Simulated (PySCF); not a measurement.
**Gas-phase thermal properties of COS**

Method: PySCF energies (xtb for GFN2) plus ideal-gas RRHO corrections (1 bar). The comparison is the NASA 1993 polynomial table, which mixes measured and estimated data. 6-31G* has spherical d functions here. All species are closed-shell singlets. B3LYP is the form with VWN-RPA correlation. The harmonic model lacks anharmonicity and excited electronic states, which grow with temperature; levels with a mode under 35 cm⁻¹ are left out.

```json
[
 {"level": "table", "point group": "-", "σ": "-", "ZPE (kJ/mol)": "-", "S°298 (J/mol/K)": "231.6", "Cp298 (J/mol/K)": "41.6", "S°1000 (J/mol/K)": "291.8", "H1000 − H298 (kJ/mol)": "36.0"},
 {"level": "B3LYP/6-31G*", "point group": "C∞v", "σ": "1", "ZPE (kJ/mol)": "24.1", "S°298 (J/mol/K)": "231.9", "Cp298 (J/mol/K)": "41.6", "S°1000 (J/mol/K)": "291.9", "H1000 − H298 (kJ/mol)": "35.8"},
 {"level": "GFN2-xTB", "point group": "C∞v", "σ": "1", "ZPE (kJ/mol)": "24.0", "S°298 (J/mol/K)": "233.4", "Cp298 (J/mol/K)": "42.7", "S°1000 (J/mol/K)": "293.6", "H1000 − H298 (kJ/mol)": "35.9"},
 {"level": "HF/6-31G*", "point group": "C∞v", "σ": "1", "ZPE (kJ/mol)": "25.9", "S°298 (J/mol/K)": "230.6", "Cp298 (J/mol/K)": "40.4", "S°1000 (J/mol/K)": "289.5", "H1000 − H298 (kJ/mol)": "35.2"},
 {"level": "PBE/def2-SVP", "point group": "C∞v", "σ": "1", "ZPE (kJ/mol)": "23.8", "S°298 (J/mol/K)": "232.2", "Cp298 (J/mol/K)": "41.8", "S°1000 (J/mol/K)": "292.3", "H1000 − H298 (kJ/mol)": "35.9"},
 {"level": "PBE0/def2-TZVP", "point group": "C∞v", "σ": "1", "ZPE (kJ/mol)": "24.7", "S°298 (J/mol/K)": "231.1", "Cp298 (J/mol/K)": "41.0", "S°1000 (J/mol/K)": "290.6", "H1000 − H298 (kJ/mol)": "35.5"}
]
```
σ: rotational symmetry number. Electronic degeneracy used: 1. Frequencies are unscaled.
